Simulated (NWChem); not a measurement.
## H2Si in NWChem

```
Si
H 1 1.4937
H 1 1.4937 2 119.04
```
Charge 0, spin multiplicity 3.

The numbers come from NWChem runs, not from measurements. All single points use one geometry, from UPBE0/def2-SVP, a minimum by its harmonic frequencies.

This spin state was chosen for the runs; another may lie lower. The structure started from a generated list of species. The unpaired electrons of the parent sit in orbitals of symmetry a1 and b2 (C2v labels of the run); other states weren't searched. No SCF solution was tested for a lower state. Open-shell Hartree-Fock references start from PBE0 orbitals.

Worked example. At HF/def2-TZVP the molecule has a total energy of -290.01917 Ha and the free atoms (multiplicities Si 3, H 2) Si -288.85079, H -0.49981 Ha. The electronic atomisation energy is the atoms' sum less the molecule's energy.

1·(-288.85079) + 2·(-0.49981) = -289.85041 Ha for the atoms; less the molecule's energy this leaves 0.16876 Ha, or 105.9 kcal/mol (443 kJ/mol), without zero-point, thermal or spin-orbit terms.
